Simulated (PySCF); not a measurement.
# NO⁺: energy against distance

Set-up: basis N def2-TZVP, O def2-TZVP; no relativity; PySCF 2.14. Energies in eV from N + O⁺ in their ground configurations at the same level. State: ¹Σ⁺ (singlet), closed shell.

All columns are PBE0. A positive dipole points towards O; it is taken about the centre of mass and depends on that origin.

```json
{"R (Å)": "0.907", "E (eV)": "-8.157", "μ (D)": "-0.06", "Mulliken charge on N (basis-dependent)": "0.43", "HOMO (eV)": "-25.43", "LUMO (eV)": "-10.58", "Mayer bond order": "2.79", "⟨S²⟩": "0.00"}
{"R (Å)": "0.950", "E (eV)": "-9.684", "μ (D)": "-0.15", "Mulliken charge on N (basis-dependent)": "0.52", "HOMO (eV)": "-25.42", "LUMO (eV)": "-11.33", "Mayer bond order": "2.75", "⟨S²⟩": "0.00"}
{"R (Å)": "0.992", "E (eV)": "-10.542", "μ (D)": "-0.24", "Mulliken charge on N (basis-dependent)": "0.58", "HOMO (eV)": "-25.39", "LUMO (eV)": "-12.01", "Mayer bond order": "2.72", "⟨S²⟩": "0.00"}
{"R (Å)": "1.023", "E (eV)": "-10.851", "μ (D)": "-0.31", "Mulliken charge on N (basis-dependent)": "0.62", "HOMO (eV)": "-25.36", "LUMO (eV)": "-12.48", "Mayer bond order": "2.70", "⟨S²⟩": "0.00"}
{"R (Å)": "1.055", "E (eV)": "-10.938", "μ (D)": "-0.38", "Mulliken charge on N (basis-dependent)": "0.64", "HOMO (eV)": "-25.32", "LUMO (eV)": "-12.92", "Mayer bond order": "2.68", "⟨S²⟩": "0.00"}
{"R (Å)": "1.087", "E (eV)": "-10.850", "μ (D)": "-0.45", "Mulliken charge on N (basis-dependent)": "0.66", "HOMO (eV)": "-25.26", "LUMO (eV)": "-13.32", "Mayer bond order": "2.68", "⟨S²⟩": "0.00"}
{"R (Å)": "1.129", "E (eV)": "-10.526", "μ (D)": "-0.55", "Mulliken charge on N (basis-dependent)": "0.67", "HOMO (eV)": "-25.17", "LUMO (eV)": "-13.81", "Mayer bond order": "2.68", "⟨S²⟩": "0.00"}
{"R (Å)": "1.182", "E (eV)": "-9.885", "μ (D)": "-0.67", "Mulliken charge on N (basis-dependent)": "0.67", "HOMO (eV)": "-25.04", "LUMO (eV)": "-14.34", "Mayer bond order": "2.69", "⟨S²⟩": "0.00"}
{"R (Å)": "1.245", "E (eV)": "-8.903", "μ (D)": "-0.81", "Mulliken charge on N (basis-dependent)": "0.66", "HOMO (eV)": "-24.82", "LUMO (eV)": "-14.89", "Mayer bond order": "2.72", "⟨S²⟩": "0.00"}
{"R (Å)": "1.329", "E (eV)": "-7.421", "μ (D)": "-1.00", "Mulliken charge on N (basis-dependent)": "0.65", "HOMO (eV)": "-23.94", "LUMO (eV)": "-15.48", "Mayer bond order": "2.74", "⟨S²⟩": "0.00"}
```

A fit through these points gives, at Re = 1.054 Å, μ = -0.38 D and dμ/dR = -2.27 D/Å; the reduced mass is 7.466 u.

Q: How strong is the fundamental in the double-harmonic approximation, I = 42.26·(dμ/dR)²/μred km/mol?

A: I = 42.26·(-2.27)²/7.466 = 29.2 km/mol at PBE0.

For an ion De counts to the pair picked by the measured ionisation energies or electron affinities, which need not be the lowest pair at this level.
